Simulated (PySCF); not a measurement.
methyl formate (C2H4O2), SMILES COC=O. Atoms are numbered in the order given.

```xyz
8

C     -0.3946    -1.3589     0.0000
O      0.7257    -0.4740     0.0000
C      0.4328     0.8286     0.0000
O     -0.6740     1.2906     0.0000
H     -1.0164    -1.1976    -0.8936
H      0.0172    -2.3755     0.0000
H     -1.0164    -1.1976     0.8936
H      1.3730     1.4191     0.0000
```
Charge 0, spin multiplicity 1.

The structure is a stationary point at ωB97X-D3(BJ)/def2-SVP. Other conformers were not sampled.

These are PBE/def2-TZVPD (PySCF) values and carry that method's errors.

Mulliken values depend strongly on the basis, most of all with diffuse functions as here. ESP charges are fitted to the potential on shells at 1.4 to 2.0 van der Waals radii. Atomic charges (e):

| atom | Mulliken | ESP fit |
|---|---|---|
| C1 | -0.40 | -0.23 |
| O2 | -0.16 | -0.30 |
| C3 | 0.10 | 0.62 |
| O4 | -0.39 | -0.50 |
| H5 | 0.21 | 0.14 |
| H6 | 0.18 | 0.14 |
| H7 | 0.21 | 0.14 |
| H8 | 0.24 | -0.01 |
